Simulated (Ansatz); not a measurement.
**LiPH2 (triplet): from Hartree-Fock to the top rungs at scale of all distances = 1.000, 6-31G**

How much of the correlation energy of LiPH2 (triplet) does each wave-function method recover here?

Method: 6-31G, core rule «outside noble gas», up to 6 orbitals frozen; program: Ansatz 0.2.0, Gaussian basis.

To be run: UHF; CCSD(T) on ROHF; CCSD(T) on UHF; BCCD(T) on ROHF; CISD as a restricted active space (open shells left free, so some higher excitations enter); CCSDT(Q) on ROHF; CCSDT(Q) on UHF; CASSCF and MRCISD+Q, 4 electrons in 4 orbitals; CASSCF and NEVPT2, 4 electrons in 4 orbitals; Full CI.

34 further runs of the same task are left out: 19 for a known fault of the program, 11 that didn't finish, 4 set aside as unsound or not needed. Runs told in other sessions of the task aren't counted.

## 1. What is computed

The geometry derives from a PBE0/def2-TZVP stationary point (not a proven minimum). All distances are scaled together.

4 atoms, charge 0, spin multiplicity 3.

Atoms are counted from 1 here; the program's logs count them from 0.

Bond lengths: P1–H3 1.430 Å, P1–H4 1.420 Å. Angles: H3–P1–H4 93.2°.

## 2. UHF

Input file in.yaml:

```yaml
crystal:
  periodic: [false, false, false]
  atoms:
    - {symbol: P, position_ang: [0.000000, 0.027316, 0.488956]}
    - {symbol: Li, position_ang: [0.000000, -0.001113, -2.577448]}
    - {symbol: H, position_ang: [0.000000, 0.504297, 1.836882]}
    - {symbol: H, position_ang: [0.000000, -1.336050, 0.886751]}
basis:
  gaussian: {orbitals: 6-31G}
magnetization: {spin_polarized: true, initial_magnetization: 2}
hamiltonian: {xc: hf}
output: {orbitals: {seedname: orbitals}}
```

Launch:

```console
ansatz run in.yaml --threads 1 --pin off --events-out ev --progress --plain --max-ram 2393MiB
```

Further steps of the session: CCSD(T) on ROHF; CCSD(T) on UHF; BCCD(T) on ROHF; CISD as a restricted active space (open shells left free, so some higher excitations enter); CCSDT(Q) on ROHF; CCSDT(Q) on UHF; CASSCF and MRCISD+Q, 4 electrons in 4 orbitals; CASSCF and NEVPT2, 4 electrons in 4 orbitals; Full CI.

**Question.** What will the summary of the whole plan be? Wanted: FCI from the RHF energy; RMP2 from FCI; UMP2 from FCI; RCCSD from FCI; RCCSD(T) from FCI; UCCSD(T) from FCI; RCCSDT(Q) from FCI; UCCSDT(Q) from FCI; T1 diagnostic.

The runs gave:

```
                         quantity                                                                            value
          FCI from the ROHF energy                                                                       -1.8935 eV
                    RMP2 from FCI                                                                       +519.9 meV
                    UMP2 from FCI                                                                       +511.4 meV
                   RCCSD from FCI                                                                        +26.2 meV
                RCCSD(T) from FCI                                                                         +7.5 meV
                UCCSD(T) from FCI                                                                         +7.5 meV
               RCCSDT(Q) from FCI                                                                         +0.3 meV
               UCCSDT(Q) from FCI                                                                         +0.2 meV
levels within 1 kcal/mol (43 meV)  RCCSD, UCCSD, RCCSD(T), UCCSD(T), BCCD(T), RCCSDT, UCCSDT, RCCSDT(Q), UCCSDT(Q)
                    T1 diagnostic                                                                            0.015
   effectively unpaired electrons                                                                             2.02
```

RCCSD(T) lands +7.5 meV from the yardstick (0.4 % of the correlation energy). One determinant dominates. These misses are within one basis, not against nature; the frozen cores of restricted and unrestricted runs differ, which can shift their rows.

Levels on UHF freeze UHF's core orbitals, full CI those of ROHF, so the U rows can settle a little off it for that reason alone.

With open shells the CI space here admits some higher excitations, so it is larger than plain CISD.
